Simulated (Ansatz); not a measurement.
A nudged elastic band was laid between two geometries of C3H10N2 (15 atoms, charge 0, multiplicity 1).

Theory: Ansatz 0.2.0, RKS B3LYP/def2-SVP.

- movable images: 7
- climbing image: yes
- spring: 5.0 eV/Å²
- optimiser: quadratic models (default)
- start path: through a guess of the saddle point
- force threshold: 0.05 eV/Å
- iteration limit: 60
- end points: relaxed

Image 0:

```xyz
15
Properties=species:S:1:pos:R:3
C -1.926 -0.327 -0.524
C -0.643 -1.133 -0.274
N 0.369 -0.505 0.557
C 1.007 0.686 0.040
N 2.062 1.074 0.958
H -1.726 0.613 -1.063
H -2.421 -0.067 0.428
H -2.645 -0.907 -1.126
H -0.177 -1.386 -1.244
H -0.910 -2.098 0.191
H 0.028 -0.321 1.501
H 1.348 0.443 -0.993
H 0.331 1.566 -0.065
H 2.790 0.359 0.973
H 2.493 1.953 0.670
```

Image 8:

```xyz
15
Properties=species:S:1:pos:R:3
C -2.192 -0.739 -0.155
C -0.748 -0.581 -0.619
N 0.029 0.205 0.322
C 1.423 0.383 -0.020
N 2.045 1.211 0.997
H -2.699 0.240 -0.094
H -2.229 -1.198 0.846
H -2.768 -1.367 -0.853
H -0.737 -0.159 -1.652
H -0.278 -1.578 -0.703
H -0.388 1.126 0.465
H 1.865 -0.634 -0.131
H 1.579 0.888 -1.002
H 2.070 0.710 1.886
H 3.006 1.441 0.743
```

Task: Which bonds break or form, and what moves?

Result: No bond is made or broken. The dihedral C1–C2–N3–H11 goes from 62 to -57°.

Task: What energy profile does the band end with?

Result: The run converged. The highest image is number 4 of 0 to 8, 0.100 eV above the first end and 0.140 eV above the last; the last end lies 0.040 eV below the first. A vibrational analysis at the climbing image gives one clearly imaginary mode, 130i cm⁻¹: a first-order saddle point.

```json
{"image": "0", "path coordinate (Å)": "0.00", "energy (eV)": "0.000", "dihedral C1–C2–N3–H11 (°)": "62"}
{"image": "1", "path coordinate (Å)": "0.57", "energy (eV)": "0.011", "dihedral C1–C2–N3–H11 (°)": "51"}
{"image": "2", "path coordinate (Å)": "1.14", "energy (eV)": "0.043", "dihedral C1–C2–N3–H11 (°)": "38"}
{"image": "3", "path coordinate (Å)": "1.71", "energy (eV)": "0.082", "dihedral C1–C2–N3–H11 (°)": "23"}
{"image": "4", "path coordinate (Å)": "2.28", "energy (eV)": "0.100", "dihedral C1–C2–N3–H11 (°)": "7"}
{"image": "5", "path coordinate (Å)": "2.88", "energy (eV)": "0.077", "dihedral C1–C2–N3–H11 (°)": "-11"}
{"image": "6", "path coordinate (Å)": "3.49", "energy (eV)": "0.025", "dihedral C1–C2–N3–H11 (°)": "-28"}
{"image": "7", "path coordinate (Å)": "4.10", "energy (eV)": "-0.022", "dihedral C1–C2–N3–H11 (°)": "-43"}
{"image": "8", "path coordinate (Å)": "4.70", "energy (eV)": "-0.040", "dihedral C1–C2–N3–H11 (°)": "-57"}
```

Task: What is the geometry of the highest image?

Result: 
```xyz
15
Properties=species:S:1:pos:R:3
C -2.125 -0.505 -0.309
C -0.664 -0.937 -0.437
N 0.217 -0.246 0.501
C 1.273 0.559 -0.071
N 2.016 1.175 1.014
H -2.245 0.571 -0.521
H -2.502 -0.692 0.711
H -2.769 -1.065 -1.006
H -0.327 -0.752 -1.474
H -0.601 -2.035 -0.294
H -0.306 0.322 1.165
H 1.880 -0.104 -0.728
H 0.910 1.384 -0.730
H 2.501 0.455 1.552
H 2.720 1.818 0.653
```

Task: What are the harmonic wavenumbers there?

Result: 130i, 105, 218, 283, 328, 393, 496, 716, 793, 832, 909, 988, 1047, 1095, 1131, 1178, 1209, 1221, 1293, 1326, 1363, 1397, 1432, 1464, 1471, 1489, 1502, 1524, 1612, 2883, 2919, 2982, 3021, 3021, 3099, 3109, 3487, 3531, 3575 cm⁻¹.

Run time: 2.3 min on 2 threads of Arm Neoverse V2, on a shared host, peak memory 0.28 GiB.
